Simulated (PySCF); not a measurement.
## Working out the electron affinity of F

F⁻ [Ne] (1S) → F [He] 2s2 2p5 (2P). All numbers are calculated (PySCF 2.14, no relativity, point nucleus, in aug-cc-pwCVTZ (7s6p4d2f, 59 functions)). Frozen: nothing. Energies in hartree (1 hartree = 27.21139 eV):

| part | F⁻ (lower) | F (upper) |
| --- | --- | --- |
| UHF | -99.450867 | -99.406944 |
| MP2 opposite-spin | -0.268072 | -0.206706 |
| MP2 same-spin | -0.088101 | -0.059284 |

What does Hartree-Fock give?

(-99.406944) − (-99.450867) = 0.043923 hartree = 1.195 eV.

What do MP2 and SCS-MP2 (6/5 opposite-spin, 1/3 same-spin) give?

The opposite-spin parts differ by 1.670 eV and the same-spin parts by 0.784 eV. MP2: 1.195 + (1.670) + (0.784) = 3.649 eV. SCS-MP2: 1.195 + 1.2 × (1.670) + (0.784)/3 = 3.460 eV.

A first-order spin-orbit estimate adds -0.017 eV to MP2 (valence and next inner shell), giving 3.632 eV against 3.401 eV (measured; photodetachment measurements, as compiled on the Wikipedia data page of electron affinities).

What remains against the reference includes basis incompleteness and correlation beyond second order.
